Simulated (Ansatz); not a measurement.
Cartesian coordinates in Å:
```
C 0.6697 2.0394 0.0859
S 1.3749 0.5416 -0.6148
C -0.1280 -0.3871 -0.9847
C -0.8547 -0.9241 0.2452
N -0.0897 -1.8108 1.0949
H 1.5028 2.7112 0.2944
H -0.0004 2.5240 -0.6269
H 0.1392 1.8471 1.0192
H 0.2051 -1.2165 -1.6160
H -0.7902 0.2388 -1.5922
H -1.2088 -0.0845 0.8521
H -1.7547 -1.4512 -0.0893
H 0.7903 -1.3660 1.3352
H 0.1443 -2.6618 0.5969
```

Total charge 0; spin multiplicity 1.

(1) List the ωB97M-V/def2-TZVPP orbital energies in eV (Ansatz). (Estimate.)

Results:

(1) The calculation gave: Occupied: -2426.59, -393.96, -282.11, -282.10, -282.03, -220.52, -163.66, -163.57, -163.42, -27.54, -25.13, -22.98, -20.83, -18.82, -16.57, -15.43, -14.79, -14.71, -14.15, -13.46, -13.11, -11.91, -10.93, -9.39, -8.63. Lowest empty: 2.48, 2.73, 3.32, 3.76, 3.87, 4.09, 4.30, 4.96.
